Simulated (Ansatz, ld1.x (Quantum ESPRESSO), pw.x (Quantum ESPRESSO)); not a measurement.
## What a changed setting does to a pw.x run (bcc Os)

Potential: PAW, ld1.x (Quantum ESPRESSO) 7.5, PBEsol; core [Xe] 4f14, reference 5d6 6s2 6p0; waves: 6s (bound): rcut 1.95, rcutus 2.55 bohr; 6s channel at 2.4 Ry: rcut 1.95, rcutus 2.55 bohr; 6p (bound, empty): rcut 2.10, rcutus 3.72 bohr; 6p channel at 4.05 Ry: rcut 2.10, rcutus 3.72 bohr; 5d (bound): rcut 2.00, rcutus 2.70 bohr; 5d channel at 0.85 Ry: rcut 2.00, rcutus 2.70 bohr; local part: all-electron potential smoothed inside 2.75 bohr (lloc = -1); core correction: Bessel-smoothed model core, default radius (core density twice the valence density); augmentation: BESSEL, radius 1.65 bohr.

The reference run (k-mesh 15³, cutoffs 40/320 Ry, Fermi–Dirac 0.01 Ry, mixing_beta 0.4, conv_thr 1e-9, no spin) gives 3.73 GPa at 14.348 Å³/atom, where all-electron LAPW gives 0.50 GPa. This run, with its own iteration cap, changes mixing_mode to local-TF.

```
&control
  calculation='scf', prefix='x', pseudo_dir='./', outdir='./tmp', tstress=.true., disk_io='none'
/
&system
  ibrav=0, nat=1, ntyp=1, ecutwfc=40, ecutrho=320, nbnd=11,
  occupations='smearing', smearing='fd', degauss=0.01
/
&electrons
  conv_thr=1e-09, mixing_beta=0.4, electron_maxstep=60, mixing_mode='local-TF'
/
ATOMIC_SPECIES
Os 1.0 Os.UPF
CELL_PARAMETERS angstrom
  -1.53077182 1.53077182 1.53077182
  1.53077182 -1.53077182 1.53077182
  1.53077182 1.53077182 -1.53077182
ATOMIC_POSITIONS crystal
Os 0.0000 0.0000 0.0000
K_POINTS automatic
15 15 15 0 0 0
```

```bash
pw.x < Os.scf.in > Os.scf.out
```

**Question.** How does the run end?

**Answer.** It converges in 23 iterations; the free energy moves by +0.0 meV/atom and the pressure by +0.01 GPa. The result is that of the reference run.

```
Message from routine setup:
     using ibrav=0 with symmetry is DISCOURAGED, use correct ibrav instead
     lattice parameter (alat)  =       5.0104  a.u.
     unit-cell volume          =      96.8251 (a.u.)^3
     number of electrons       =         8.00
     number of Kohn-Sham states=           11
     kinetic-energy cutoff     =      40.0000  Ry
     charge density cutoff     =     320.0000  Ry
     scf convergence threshold =      1.0E-09
     Exchange-correlation= SLA  PW   PSX  PSC
     number of k points=   120  Fermi-Dirac smearing, width (Ry)=  0.0100
     iteration #  1     ecut=    40.00 Ry     beta= 0.40
     total energy              =    -687.86208559 Ry
     estimated scf accuracy    <       0.04635510 Ry
     iteration #  2     ecut=    40.00 Ry     beta= 0.40
     total energy              =    -687.84532021 Ry
     estimated scf accuracy    <       0.02090474 Ry
     iteration #  3     ecut=    40.00 Ry     beta= 0.40
     total energy              =    -687.84806104 Ry
     estimated scf accuracy    <       0.00108615 Ry
     iteration #  4     ecut=    40.00 Ry     beta= 0.40
     total energy              =    -687.85244438 Ry
     estimated scf accuracy    <       0.00118307 Ry
     iteration #  5     ecut=    40.00 Ry     beta= 0.40
     total energy              =    -687.85419163 Ry
     estimated scf accuracy    <       0.00522280 Ry
     iteration #  6     ecut=    40.00 Ry     beta= 0.40
     total energy              =    -687.85099185 Ry
     estimated scf accuracy    <       0.00419279 Ry
     [... 11 iterations left out ...]
     iteration # 18     ecut=    40.00 Ry     beta= 0.40
     total energy              =    -687.85066531 Ry
     estimated scf accuracy    <       0.00000028 Ry
     iteration # 19     ecut=    40.00 Ry     beta= 0.40
     total energy              =    -687.85066535 Ry
     estimated scf accuracy    <       0.00000004 Ry
     iteration # 20     ecut=    40.00 Ry     beta= 0.40
     total energy              =    -687.85066536 Ry
     estimated scf accuracy    <          3.0E-09 Ry
     iteration # 21     ecut=    40.00 Ry     beta= 0.40
     total energy              =    -687.85066537 Ry
     estimated scf accuracy    <          2.2E-09 Ry
     iteration # 22     ecut=    40.00 Ry     beta= 0.40
     total energy              =    -687.85066537 Ry
     estimated scf accuracy    <          1.7E-09 Ry
     iteration # 23     ecut=    40.00 Ry     beta= 0.40
     the Fermi energy is    18.1064 ev
!    total energy              =    -687.85066537 Ry
     estimated scf accuracy    <          4.9E-13 Ry
     smearing contrib. (-TS)   =      -0.00597605 Ry
     convergence has been achieved in  23 iterations
          total   stress  (Ry/bohr**3)                   (kbar)     P=       37.32
     Message from routine punch:
     Nothing written, as per user request (disk_io='none')
```

The run took about 33 s on one core of a shared host (Neoverse-V1, 32 threads, 247 GiB, load 24).
